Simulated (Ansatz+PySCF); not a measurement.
Results of a calculation; reference values are marked as such.
**Several solutions for doublet H₃O₂ in separate pieces**

```xyz
5

O     0.0000    0.0000   -0.1197
H     0.0000    0.7542    0.4787
H     0.0000   -0.7542    0.4787
O    30.0664   -0.0701    0.0496
H    29.4691    0.5605   -0.3966
```

Basis set: cc-pVDZ (spherical functions). Charge 0, multiplicity 2.

CASSCF(3,3) was run from several starts with Ansatz (development build ahead of 0.2.0) and PySCF 2.14.0. The starts are those of the Hartree–Fock orbitals from which the active space was taken at the frontier.

```
run  program                        start  converged  energy (hartree)  <S²>
  A    PySCF             program defaults        yes        -151.42163  0.75
  B   Ansatz  search for the lowest state        yes        -151.43737  0.75
  C   Ansatz      atomic start, no search        yes        -151.43737  0.75
  D   Ansatz      stability test followed        yes        -151.43737  0.75
```

Question: Which runs reached the lowest solution of this kind, and what is wrong with the others?

Answer: B, C, D reached the lowest solution found. Converged but too high: A by 0.43 eV. Convergence only shows a stationary point; in CASSCF the end hangs on which orbitals enter the active space. Caution: other starts end on other solutions of this active space.
